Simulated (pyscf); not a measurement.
This saddle point was located with ωB97X-D3(BJ)/def2-SVP in PySCF.

```xyz
9

O      0.9994     0.6261    -0.2585
Ti    -0.3903    -0.4543    -0.6859
O      0.1975    -1.5447    -1.9215
O     -1.7491     0.5217    -1.2406
Cl    -1.0041    -1.6463     1.0725
H      0.4317     1.7573     0.4014
H      0.3614    -2.4728    -2.1161
H     -2.3254     0.5413    -2.0115
H     -0.1801     2.2144     0.7069
```
Charge 0, spin multiplicity 2.

Surface: doublet, charge 0. Lowest wavenumbers (cm⁻¹): 799i, 84, 141, 148, 173.

Q: Name the species on either side of this saddle.

A: HO–Ti(OH)(OH)–Cl + H• <-> [O–Ti(OH)(OH)–Cl]• + H₂, a hydrogen abstraction read from left to right: H–O broken and H–H formed. At ωB97M-D3(BJ)/def2-TZVP it lies +0.88 eV from the left side and +0.13 eV from the right (each side as separated species at their lowest minima found). This is the saddle that the search found; another between the same sides may lie lower. The angle at the transferred H is 155°. Open-shell species with a d-block atom are single-reference here; other states, and whether the spin sits on metal or ligand, were not checked.
